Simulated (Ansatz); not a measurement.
Two isomers of C3H6O2: A = `CCOC=O`, B = `O[C@@H]1C[C@@H]1O`.

Program: Ansatz. Geometries: PBE0-D4/def2-TZVP. ΔE: electronic, gas phase. CBS: MP2 limit from def2 TZ/QZ plus the TZ coupled-cluster correction, frozen cores. DFT in def2-TZVPP. Each species was taken in one conformer, which may not be the lowest.

Which isomer does CCSD(T)/CBS put lower? Give the gap. (An estimate is asked.)

Computed: A, by 32.3 kcal/mol.

Give E(B) − E(A) in kcal/mol with CCSD/def2-TZVPP, MP2/def2-TZVPP, CCSD(T)/def2-TZVPP, ωB97M-V, r2SCAN-D4, HF/def2-TZVPP, PBE0-D4. (An estimate is asked.)

Computed: CCSD/def2-TZVPP 32.9, MP2/def2-TZVPP 32.2, CCSD(T)/def2-TZVPP 33.5, ωB97M-V 31.7, r2SCAN-D4 34.1, HF/def2-TZVPP 38.8, PBE0-D4 30.2. None reverses the order clearly.

Largest T1 diagnostic: 0.014.

From PBE to PBE0 (25 % exact exchange), in def2-TZVPP and without D4, E(B) − E(A) moves by −2.6 kcal/mol. In def2-TZVPP, CCSD(T) changes the Hartree–Fock value by −5.3 kcal/mol (the triples alone add +0.6 kcal/mol) and MP2 by −6.6 kcal/mol.
